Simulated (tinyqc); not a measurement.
ROHF in the sto-6g basis, for NH, spin multiplicity 3, step by step. Computed by tinyqc, a small Python program that keeps every step (integrals from PySCF). Settings: charge = 0, multiplicity = 3, basis = sto-6g, energy threshold = 1e-08, iteration cap = 54, orthogonalisation = symmetric, start = highest core orbitals, DIIS depth = 3, DIIS from iteration = 3, method = ROHF. Command: `OMP_NUM_THREADS=1 python tinyqc.py 29797 29798 out.jsonl` (the two numbers bound the seeds that draw the settings). One thread of a shared host (Intel(R) Xeon(R) Processor @ 2.60GHz), about 0.08 s of CPU time with the checks. Later iterations appear only in the table of the cycle.

## One-electron integrals

Geometry (angstrom):
```
atom,x,y,z
N,0.00000,0.00000,0.00000
H,0.00000,0.00000,1.50700
```

Basis sto-6g: exponents (1/bohr^2) and contraction coefficients of normalised primitives:
```
element,l (shell),exponent,coefficient
N,s (1),1027.82846,0.00916
N,s (1),188.45122,0.04936
N,s (1),52.72186,0.16854
N,s (1),18.11138,0.37056
N,s (1),7.03318,0.41649
N,s (1),2.89665,0.13033
N,s (2),39.19881,-0.01325
N,s (2),7.75847,-0.04699
N,s (2),2.41133,-0.03379
N,s (2),0.92772,0.25024
N,s (2),0.40291,0.59512
N,s (2),0.18468,0.24071
N,p (3),39.19881,0.00376
N,p (3),7.75847,0.03768
N,p (3),2.41133,0.17390
N,p (3),0.92772,0.41804
N,p (3),0.40291,0.42586
N,p (3),0.18468,0.10171
H,s (1),35.52322,0.00916
H,s (1),6.51314,0.04936
H,s (1),1.82214,0.16854
H,s (1),0.62596,0.37056
H,s (1),0.24308,0.41649
H,s (1),0.10011,0.13033
```

Overlap, kinetic and nuclear-attraction integrals over the contracted functions; the nuclear repulsion is the sum of Za Zb / Rab.

nuclear repulsion = 2.4580229 hartree

overlap S, lower triangle:
```
,1N 1s,1N 2s,1N 2px,1N 2py,1N 2pz,2H 1s
1N 1s,1.00000
1N 2s,0.22942,1.00000
1N 2px,0.00000,0.00000,1.00000
1N 2py,0.00000,0.00000,0.00000,1.00000
1N 2pz,0.00000,0.00000,0.00000,0.00000,1.00000
2H 1s,0.01927,0.24349,0.00000,0.00000,0.25374,1.00000
```

kinetic energy T (hartree), lower triangle:
```
,1N 1s,1N 2s,1N 2px,1N 2py,1N 2pz,2H 1s
1N 1s,22.23641
1N 2s,-0.67875,0.63290
1N 2px,0.00000,0.00000,1.90129
1N 2py,0.00000,0.00000,0.00000,1.90129
1N 2pz,0.00000,0.00000,0.00000,0.00000,1.90129
2H 1s,-0.00604,0.00396,0.00000,0.00000,0.05902,0.76852
```

nuclear attraction V (hartree), lower triangle:
```
,1N 1s,1N 2s,1N 2px,1N 2py,1N 2pz,2H 1s
1N 1s,-47.02462
1N 2s,-4.72761,-7.17589
1N 2px,0.00000,0.00000,-7.15905
1N 2py,0.00000,0.00000,0.00000,-7.15905
1N 2pz,-0.00756,-0.09037,0.00000,0.00000,-7.20867
2H 1s,-0.45158,-1.25403,0.00000,0.00000,-1.17670,-3.68804
```

core Hamiltonian H = T + V (hartree), lower triangle:
```
,1N 1s,1N 2s,1N 2px,1N 2py,1N 2pz,2H 1s
1N 1s,-24.78821
1N 2s,-5.40636,-6.54299
1N 2px,0.00000,0.00000,-5.25776
1N 2py,0.00000,0.00000,0.00000,-5.25776
1N 2pz,-0.00756,-0.09037,0.00000,0.00000,-5.30738
2H 1s,-0.45763,-1.25007,0.00000,0.00000,-1.11768,-2.91952
```

## Two-electron integrals

Functions are numbered as in S; the eight-fold symmetry (ij|kl) = (ji|kl) = (kl|ij) leaves the list below.

Two-electron integrals (ij|kl) in chemists' order, unique and non-zero (hartree):
```
i,j,k,l,(ij|kl)
1,1,1,1,4.16874
2,1,1,1,0.58365
2,1,2,1,0.10411
2,2,1,1,0.96849
2,2,2,1,0.21445
2,2,2,2,0.70840
3,1,3,1,0.02207
3,2,3,1,0.03361
3,2,3,2,0.15658
3,3,1,1,0.96849
3,3,2,1,0.21445
3,3,2,2,0.70840
3,3,3,3,0.76324
4,1,4,1,0.02207
4,2,4,1,0.03361
4,2,4,2,0.15658
4,3,4,3,0.04113
4,4,1,1,0.96849
4,4,2,1,0.21445
4,4,2,2,0.70840
4,4,3,3,0.68098
4,4,4,4,0.76324
5,1,5,1,0.02207
5,2,5,1,0.03361
5,2,5,2,0.15658
5,3,5,3,0.04113
5,4,5,4,0.04113
5,5,1,1,0.96849
5,5,2,1,0.21445
5,5,2,2,0.70840
5,5,3,3,0.68098
5,5,4,4,0.68098
5,5,5,5,0.76324
6,1,1,1,0.05189
6,1,2,1,0.00889
6,1,2,2,0.01798
6,1,3,3,0.01794
6,1,4,4,0.01794
6,1,5,1,0.00050
6,1,5,2,0.00099
6,1,5,5,0.01808
6,1,6,1,0.00078
6,2,1,1,0.15647
6,2,2,1,0.03527
6,2,2,2,0.13276
6,2,3,3,0.12991
6,2,4,4,0.12991
6,2,5,1,0.00315
6,2,5,2,0.02521
6,2,5,5,0.13844
6,2,6,1,0.00307
6,2,6,2,0.03543
6,3,3,1,0.00339
6,3,3,2,0.02023
6,3,5,3,0.00480
6,3,6,3,0.00405
6,4,4,1,0.00339
6,4,4,2,0.02023
6,4,5,4,0.00480
6,4,6,4,0.00405
6,5,1,1,0.13871
6,5,2,1,0.03164
6,5,2,2,0.12622
6,5,3,3,0.12064
6,5,4,4,0.12064
6,5,5,1,0.00572
6,5,5,2,0.04159
6,5,5,5,0.13737
6,5,6,1,0.00285
6,5,6,2,0.04028
6,5,6,5,0.04904
6,6,1,1,0.34971
6,6,2,1,0.08017
6,6,2,2,0.34511
6,6,3,3,0.33194
6,6,4,4,0.33194
6,6,5,1,0.00730
6,6,5,2,0.08257
6,6,5,5,0.37146
6,6,6,1,0.00700
6,6,6,2,0.12900
6,6,6,5,0.16282
6,6,6,6,0.77500
```

## Orthogonalisation

S = U s U^T; symmetric (Loewdin) form X = U s^(-1/2) U^T, so that X^T S X = 1.

eigenvalues of S: 0.61501  0.84354  1.00000  1.00000  1.14021  1.40124

X, lower triangle:
```
,1N 1s,1N 2s,1N 2px,1N 2py,1N 2pz,2H 1s
1N 1s,1.02092
1N 2s,-0.12164,1.04625
1N 2px,0.00000,0.00000,1.00000
1N 2py,0.00000,0.00000,0.00000,1.00000
1N 2pz,-0.00303,0.02615,0.00000,0.00000,1.02659
2H 1s,0.01317,-0.13501,0.00000,0.00000,-0.13784,1.05146
```

## Starting guess

The start is the highest orbitals of the core Hamiltonian (a deliberately bad start); D(s) = C_occ C_occ^T for each spin.

D(alpha) at the start, lower triangle:
```
,1N 1s,1N 2s,1N 2px,1N 2py,1N 2pz,2H 1s
1N 1s,0.05016
1N 2s,-0.23705,1.12808
1N 2px,0.00000,0.00000,1.00000
1N 2py,0.00000,0.00000,0.00000,1.00000
1N 2pz,-0.01079,0.07318,0.00000,0.00000,1.07359
2H 1s,0.04142,-0.28838,0.00000,0.00000,-0.29002,1.14296
```

D(beta) at the start, lower triangle:
```
,1N 1s,1N 2s,1N 2px,1N 2py,1N 2pz,2H 1s
1N 1s,0.00042
1N 2s,-0.00375,0.03374
1N 2px,0.00000,0.00000,1.00000
1N 2py,0.00000,0.00000,0.00000,1.00000
1N 2pz,-0.00341,0.03070,0.00000,0.00000,0.02794
2H 1s,0.02162,-0.19469,0.00000,0.00000,-0.17717,1.12351
```

## Iteration 1: building the Fock matrix

J_ij = sum D_kl (ij|kl) with D = D(alpha) + D(beta), K_ij = sum D_kl (ik|jl) for each spin; F = H + J - K(s); E = tr D H + tr D J / 2 - 0.5 sum_s tr D(s) K(s) + E_nn.

Coulomb J (hartree), lower triangle:
```
,1N 1s,1N 2s,1N 2px,1N 2py,1N 2pz,2H 1s
1N 1s,6.51408
1N 2s,1.44174,4.92090
1N 2px,0.00000,0.00000,4.92364
1N 2py,0.00000,0.00000,0.00000,4.92364
1N 2pz,0.01458,0.15563,0.00000,0.00000,4.91542
2H 1s,0.12143,1.04337,0.00000,0.00000,1.06543,3.61455
```

exchange K(alpha) (hartree), lower triangle:
```
,1N 1s,1N 2s,1N 2px,1N 2py,1N 2pz,2H 1s
1N 1s,0.11745
1N 2s,0.11403,1.13615
1N 2px,0.00000,0.00000,1.00080
1N 2py,0.00000,0.00000,0.00000,1.00080
1N 2pz,0.00017,0.01222,0.00000,0.00000,1.01633
2H 1s,0.01273,0.23894,0.00000,0.00000,0.22661,0.82266
```

exchange K(beta) (hartree), lower triangle:
```
,1N 1s,1N 2s,1N 2px,1N 2py,1N 2pz,2H 1s
1N 1s,0.04512
1N 2s,0.06754,0.32056
1N 2px,0.00000,0.00000,0.80569
1N 2py,0.00000,0.00000,0.00000,0.80569
1N 2pz,-0.00012,0.01034,0.00000,0.00000,0.09910
2H 1s,0.00557,0.10132,0.00000,0.00000,0.10445,0.77620
```

F(alpha) (hartree), lower triangle:
```
,1N 1s,1N 2s,1N 2px,1N 2py,1N 2pz,2H 1s
1N 1s,-18.39158
1N 2s,-4.07865,-2.75824
1N 2px,0.00000,0.00000,-1.33492
1N 2py,0.00000,0.00000,0.00000,-1.33492
1N 2pz,0.00685,0.05305,0.00000,0.00000,-1.40829
2H 1s,-0.34893,-0.44564,0.00000,0.00000,-0.27886,-0.12763
```

F(beta) (hartree), lower triangle:
```
,1N 1s,1N 2s,1N 2px,1N 2py,1N 2pz,2H 1s
1N 1s,-18.31925
1N 2s,-4.03216,-1.94265
1N 2px,0.00000,0.00000,-1.13980
1N 2py,0.00000,0.00000,0.00000,-1.13980
1N 2pz,0.00714,0.05493,0.00000,0.00000,-0.49106
2H 1s,-0.34177,-0.30803,0.00000,0.00000,-0.15670,-0.08117
```

total energy of this density = -20.4739870 hartree

## Iteration 1: Roothaan effective Fock matrix

With projectors Pc = D(beta) S, Po = (D(alpha) - D(beta)) S, Pv = 1 - D(alpha) S, the block xy is Px^T F Py; with Fc = (F(alpha) + F(beta))/2, the blocks are Fc for cc, oo, vv and cv, F(beta) for co and F(alpha) for ov.

effective F (hartree), lower triangle:
```
,1N 1s,1N 2s,1N 2px,1N 2py,1N 2pz,2H 1s
1N 1s,-18.35571
1N 2s,-4.06464,-2.35472
1N 2px,0.00000,0.00000,-1.23736
1N 2py,0.00000,0.00000,0.00000,-1.23736
1N 2pz,0.00693,0.05277,0.00000,0.00000,-0.95222
2H 1s,-0.34698,-0.37952,0.00000,0.00000,-0.23020,-0.10899
```

## Iteration 1: diagonalisation and new density

Diagonalise F' = X^T F X, C = X C', fill 5 alpha and 3 beta electrons from the bottom; D(s) = C_occ C_occ^T. Each column has its largest component positive (the first on a tie).

F' = X^T F X (hartree), lower triangle:
```
,1,2,3,4,5,6
1,-18.16529
2,-1.78577,-1.71693
3,0.00000,0.00000,-1.23736
4,0.00000,0.00000,0.00000,-1.23736
5,-0.00278,0.06574,0.00000,0.00000,-0.93636
6,-0.04290,-0.13956,0.00000,0.00000,-0.11950,-0.00343
```

orbital energies (hartree): MO1 -18.35712, MO2 -1.54210, MO3 -1.23736, MO4 -1.23736, MO5 -0.94752, MO6 0.02473

coefficients C:
```
,MO1,MO2,MO3,MO4,MO5,MO6
1N 1s,1.00215,-0.22715,0.00000,0.00000,-0.01992,0.03118
1N 2s,-0.00970,1.03233,0.00000,0.00000,0.09222,-0.23246
1N 2px,0.00000,0.00000,-0.12122,0.99263,0.00000,0.00000
1N 2py,0.00000,0.00000,0.99263,0.12122,0.00000,0.00000
1N 2pz,-0.00088,-0.07918,0.00000,0.00000,0.99695,-0.27095
2H 1s,0.00201,-0.03847,0.00000,0.00000,-0.00360,1.06840
```

D(alpha) after iteration 1, lower triangle:
```
,1N 1s,1N 2s,1N 2px,1N 2py,1N 2pz,2H 1s
1N 1s,1.05629
1N 2s,-0.24605,1.07430
1N 2px,0.00000,0.00000,1.00000
1N 2py,0.00000,0.00000,0.00000,1.00000
1N 2pz,-0.00275,0.01020,0.00000,0.00000,1.00018
2H 1s,0.01083,-0.04007,0.00000,0.00000,-0.00054,0.00150
```

D(beta) after iteration 1, lower triangle:
```
,1N 1s,1N 2s,1N 2px,1N 2py,1N 2pz,2H 1s
1N 1s,1.05589
1N 2s,-0.24422,1.06580
1N 2px,0.00000,0.00000,0.01469
1N 2py,0.00000,0.00000,-0.12032,0.98531
1N 2pz,0.01710,-0.08173,0.00000,0.00000,0.00627
2H 1s,0.01076,-0.03974,0.00000,0.00000,0.00304,0.00148
```

Within a degenerate level the vectors are fixed only up to a rotation; this is one choice.

## Iteration 2: building the Fock matrix

As before.

Coulomb J (hartree), lower triangle:
```
,1N 1s,1N 2s,1N 2px,1N 2py,1N 2pz,2H 1s
1N 1s,14.16471
1N 2s,2.44396,6.17079
1N 2px,0.00000,0.00000,6.14479
1N 2py,0.00000,0.00000,-0.00990,6.22464
1N 2pz,-0.00461,-0.02496,0.00000,0.00000,6.14296
2H 1s,0.21082,1.10065,0.00000,0.00000,1.02089,2.73953
```

exchange K(alpha) (hartree), lower triangle:
```
,1N 1s,1N 2s,1N 2px,1N 2py,1N 2pz,2H 1s
1N 1s,4.29467
1N 2s,0.68347,1.22538
1N 2px,0.00000,0.00000,1.01895
1N 2py,0.00000,0.00000,0.00000,1.01895
1N 2pz,0.00000,0.00241,0.00000,0.00000,1.01735
2H 1s,0.06496,0.20820,0.00000,0.00000,0.17055,0.08613
```

exchange K(beta) (hartree), lower triangle:
```
,1N 1s,1N 2s,1N 2px,1N 2py,1N 2pz,2H 1s
1N 1s,4.25026
1N 2s,0.61639,0.90817
1N 2px,0.00000,0.00000,0.22427
1N 2py,0.00000,0.00000,-0.08689,0.92516
1N 2pz,-0.00306,-0.07149,0.00000,0.00000,0.21742
2H 1s,0.05547,0.13289,0.00000,0.00000,0.01448,0.02699
```

F(alpha) (hartree), lower triangle:
```
,1N 1s,1N 2s,1N 2px,1N 2py,1N 2pz,2H 1s
1N 1s,-14.91818
1N 2s,-3.64586,-1.59758
1N 2px,0.00000,0.00000,-0.13192
1N 2py,0.00000,0.00000,-0.00990,-0.05208
1N 2pz,-0.01216,-0.11774,0.00000,0.00000,-0.18177
2H 1s,-0.31176,-0.35762,0.00000,0.00000,-0.26734,-0.26612
```

F(beta) (hartree), lower triangle:
```
,1N 1s,1N 2s,1N 2px,1N 2py,1N 2pz,2H 1s
1N 1s,-14.87377
1N 2s,-3.57878,-1.28037
1N 2px,0.00000,0.00000,0.66276
1N 2py,0.00000,0.00000,0.07699,0.04172
1N 2pz,-0.00911,-0.04384,0.00000,0.00000,0.61816
2H 1s,-0.30227,-0.28231,0.00000,0.00000,-0.11128,-0.20698
```

total energy of this density = -54.1847175 hartree

## Iteration 2: Roothaan effective Fock matrix

As before.

effective F (hartree), lower triangle:
```
,1N 1s,1N 2s,1N 2px,1N 2py,1N 2pz,2H 1s
1N 1s,-14.89596
1N 2s,-3.61199,-1.43587
1N 2px,0.00000,0.00000,0.26542
1N 2py,0.00000,0.00000,0.03355,-0.00518
1N 2pz,-0.00708,-0.06310,0.00000,0.00000,0.21530
2H 1s,-0.30600,-0.31206,0.00000,0.00000,-0.15468,-0.21746
```

## Iteration 2: diagonalisation and new density

As before.

F' = X^T F X (hartree), lower triangle:
```
,1,2,3,4,5,6
1,-14.65722
2,-1.84531,-0.80083
3,0.00000,0.00000,0.26542
4,0.00000,0.00000,0.03355,-0.00518
5,-0.01135,-0.02419,0.00000,0.00000,0.26465
6,-0.01056,-0.15954,0.00000,0.00000,-0.16990,-0.12960
```

orbital energies (hartree): MO1 -14.89884, MO2 -0.61698, MO3 -0.13627, MO4 -0.00927, MO5 0.26951, MO6 0.32909

coefficients C:
```
,MO1,MO2,MO3,MO4,MO5,MO6
1N 1s,0.99652,-0.23434,0.09479,0.00000,0.00000,-0.01776
1N 2s,0.01495,0.94619,-0.46870,0.00000,0.00000,0.11470
1N 2px,0.00000,0.00000,0.00000,-0.12122,0.99263,0.00000
1N 2py,0.00000,0.00000,0.00000,0.99263,0.12122,0.00000
1N 2pz,0.00110,0.06927,0.23037,0.00000,0.00000,1.00783
2H 1s,-0.00237,0.21044,0.91498,0.00000,0.00000,-0.51137
```

D(alpha) after iteration 2, lower triangle:
```
,1N 1s,1N 2s,1N 2px,1N 2py,1N 2pz,2H 1s
1N 1s,1.05694
1N 2s,-0.25126,1.11518
1N 2px,0.00000,0.00000,1.00000
1N 2py,0.00000,0.00000,0.00000,1.00000
1N 2pz,0.00670,-0.04242,0.00000,0.00000,0.05787
2H 1s,0.03506,-0.22977,0.00000,0.00000,0.22535,0.88147
```

D(beta) after iteration 2, lower triangle:
```
,1N 1s,1N 2s,1N 2px,1N 2py,1N 2pz,2H 1s
1N 1s,1.05694
1N 2s,-0.25126,1.11518
1N 2px,0.00000,0.00000,0.00000
1N 2py,0.00000,0.00000,0.00000,0.00000
1N 2pz,0.00670,-0.04242,0.00000,0.00000,0.05787
2H 1s,0.03506,-0.22977,0.00000,0.00000,0.22535,0.88147
```

## Iteration 9 (converged): orbitals

converged F (hartree), lower triangle:
```
,1N 1s,1N 2s,1N 2px,1N 2py,1N 2pz,2H 1s
1N 1s,-15.55016
1N 2s,-3.73880,-1.74317
1N 2px,0.00000,0.00000,-0.07241
1N 2py,0.00000,0.00000,0.00000,-0.07241
1N 2pz,-0.01204,-0.00935,0.00000,0.00000,-0.14510
2H 1s,-0.31879,-0.38811,0.00000,0.00000,-0.34770,-0.22685
```

As before.

F' = X^T F X (hartree), lower triangle:
```
,1,2,3,4,5,6
1,-15.31215
2,-1.86337,-1.08963
3,0.00000,0.00000,-0.07241
4,0.00000,0.00000,0.00000,-0.07241
5,-0.02476,0.05497,0.00000,0.00000,-0.05747
6,-0.00829,-0.21660,0.00000,0.00000,-0.33969,-0.07288
```

orbital energies (hartree): MO1 -15.55234, MO2 -0.90564, MO3 -0.38071, MO4 -0.07241, MO5 -0.07241, MO6 0.30656

coefficients C:
```
,MO1,MO2,MO3,MO4,MO5,MO6
1N 1s,0.99703,-0.23934,0.05664,0.00000,0.00000,0.05204
1N 2s,0.01280,0.98049,-0.29011,0.00000,0.00000,-0.28749
1N 2px,0.00000,0.00000,0.00000,0.83267,-0.55376,0.00000
1N 2py,0.00000,0.00000,0.00000,0.55376,0.83267,0.00000
1N 2pz,0.00123,0.03014,0.64928,0.00000,0.00000,-0.80691
2H 1s,-0.00189,0.14108,0.61730,0.00000,0.00000,0.86139
```

D(alpha) after iteration 9, lower triangle:
```
,1N 1s,1N 2s,1N 2px,1N 2py,1N 2pz,2H 1s
1N 1s,1.05455
1N 2s,-0.23834,1.04569
1N 2px,0.00000,0.00000,1.00000
1N 2py,0.00000,0.00000,0.00000,1.00000
1N 2pz,0.03079,-0.15879,0.00000,0.00000,0.42248
2H 1s,-0.00068,-0.04078,0.00000,0.00000,0.40505,0.40097
```

D(beta) after iteration 9, lower triangle:
```
,1N 1s,1N 2s,1N 2px,1N 2py,1N 2pz,2H 1s
1N 1s,1.05455
1N 2s,-0.23834,1.04569
1N 2px,0.00000,0.00000,0.00000
1N 2py,0.00000,0.00000,0.00000,0.00000
1N 2pz,0.03079,-0.15879,0.00000,0.00000,0.42248
2H 1s,-0.00068,-0.04078,0.00000,0.00000,0.40505,0.40097
```

Within a degenerate level the vectors are fixed only up to a rotation; this is one choice.

## Convergence

Stop when the energy changes by less than 1e-08 hartree and every element of the error matrix X^T (F D S - S D F) X is below 3e-05.

Course of the cycle:
```
iteration,E (hartree),change,largest element of the error matrix
1,-20.4739870,-,1.04e-01
2,-54.1847175,-3.37e+01,1.99e-01
3,-54.4444141,-2.60e-01,4.62e-01
4,-54.4731168,-2.87e-02,1.62e-01
5,-54.6568277,-1.84e-01,2.51e-01
6,-54.7002821,-4.35e-02,8.94e-02
7,-54.7051810,-4.90e-03,3.08e-02
8,-54.7058285,-6.48e-04,5.57e-05
9,-54.7058285,-3.99e-09,2.84e-06
```

PySCF ROHF in the same basis = -54.7058285 hartree

Converged in 9 iterations.

## Populations, bond orders and dipole

Mulliken: Z minus the diagonal of D S on the atom; Loewdin: the same with S^(1/2) D S^(1/2); Mayer order: 2 sum_s sum (D(s) S)_ij (D(s) S)_ji over the two atoms.

Charges (e):
```
atom,Mulliken,Loewdin,Mulliken spin
1N,-0.01240,-0.00227,2.00000
2H,0.01240,0.00227,0.00000
```

Mayer bond orders:
```
pair,order
2-1,0.99985
```

dipole moment about the origin, x y z (debye): 0.00000  0.00000  0.71263
